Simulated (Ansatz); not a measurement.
# H₃S+ (triplet): the correlation ladder at scale of all distances = 1.278, 6-31G

Aim: climb from Hartree-Fock through coupled cluster and multireference methods for H₃S+ (triplet) at one geometry and basis, and see what each rung misses.

Method: 6-31G, core rule «outside noble gas», up to 5 orbitals frozen; program: Ansatz 0.2.0, Gaussian basis.

To be run: UHF; CCSD(T) on ROHF; CCSD(T) on UHF; BCCD(T) on ROHF; CISD; CCSDT(Q) on ROHF; CCSDT(Q) on UHF; CISDTQ; CCSDTQ on ROHF; CCSDTQ on UHF; CASSCF and MRCISD+Q, 4 electrons in 4 orbitals; CASSCF and NEVPT2, 4 electrons in 4 orbitals; CASSCF and MRCISD+Q, 8 electrons in 7 orbitals; CASSCF and NEVPT2, 8 electrons in 7 orbitals; Full CI.

14 further runs of the same task are left out: 1 for a known fault of the program, 11 that didn't finish, 2 set aside as unsound or not needed.

## Step 1: What is computed

The geometry derives from a PBE0/def2-TZVP stationary point (not a proven minimum). All distances are scaled together.

4 atoms, charge 1, spin multiplicity 3.

Atoms are counted from 1 here; the program's logs count them from 0.

No contacts short enough for the rule that draws bonds.

## Step 2: UHF

File in.yaml:

```yaml
crystal:
  periodic: [false, false, false]
  atoms:
    - {symbol: S, position_ang: [0.000000, -0.049975, 0.000000]}
    - {symbol: H, position_ang: [0.000000, 1.684885, 0.000000]}
    - {symbol: H, position_ang: [0.000000, -0.047533, 1.942722]}
    - {symbol: H, position_ang: [0.000000, -0.047533, -1.942722]}
basis:
  gaussian: {orbitals: 6-31G}
total_charge: 1
magnetization: {spin_polarized: true, initial_magnetization: 2}
hamiltonian: {xc: hf}
output: {orbitals: {seedname: orbitals}}
```

On the command line:

```
$ ansatz run in.yaml --threads 1 --pin off --events-out ev --progress --plain --max-ram 2393MiB
```

The runs that follow: CCSD(T) on ROHF; CCSD(T) on UHF; BCCD(T) on ROHF; CISD; CCSDT(Q) on ROHF; CCSDT(Q) on UHF; CISDTQ; CCSDTQ on ROHF; CCSDTQ on UHF; CASSCF and MRCISD+Q, 4 electrons in 4 orbitals; CASSCF and NEVPT2, 4 electrons in 4 orbitals; CASSCF and MRCISD+Q, 8 electrons in 7 orbitals; CASSCF and NEVPT2, 8 electrons in 7 orbitals; Full CI.

Q: Predict the results of all the runs planned. Wanted: FCI below the RHF energy; RMP2 from FCI; UMP2 from FCI; RCCSD from FCI; RCCSD(T) from FCI; UCCSD(T) from FCI; RCCSDT(Q) from FCI; UCCSDT(Q) from FCI; NEVPT2 pair from FCI.

**Answer**, as computed:

| quantity | value |
| --- | --- |
| FCI below the RHF energy | -3.0630 eV |
| RMP2 from FCI | +95.5 kJ/mol |
| UMP2 from FCI | +102.0 kJ/mol |
| RCCSD from FCI | +5.5 kJ/mol |
| RCCSD(T) from FCI | +1.5 kJ/mol |
| UCCSD(T) from FCI | +0.9 kJ/mol |
| RCCSDT(Q) from FCI | 0.0 kJ/mol |
| UCCSDT(Q) from FCI | -0.1 kJ/mol |
| NEVPT2 pair from FCI | +43.5 kJ/mol |
| NEVPT2 valence from FCI | +13.2 kJ/mol |
| MRCISD+Q valence from FCI | +0.7 kJ/mol |
| levels within 1 kcal/mol (43 meV) | UCCSD, RCCSD(T), UCCSD(T), BCCD(T), RCCSDT, UCCSDT, CISDTQ, RCCSDT(Q), UCCSDT(Q), RCCSDTQ, UCCSDTQ, MRCISD valence, MRCISD+Q valence |
| T1 diagnostic | 0.039 |
| effectively unpaired electrons | 2.17 |

**Reading.** RCCSD(T) misses by +1.5 kJ/mol, 0.5 % of the correlation energy. One determinant dominates. Of the multireference levels listed MRCISD+Q valence comes nearest in total energy (+0.7 kJ/mol), which doesn't show that its space is the better one. Coupled cluster took another determinant than the lowest Hartree-Fock one. These misses are within one basis, not against nature; the frozen cores of restricted and unrestricted runs differ, which can shift their rows.
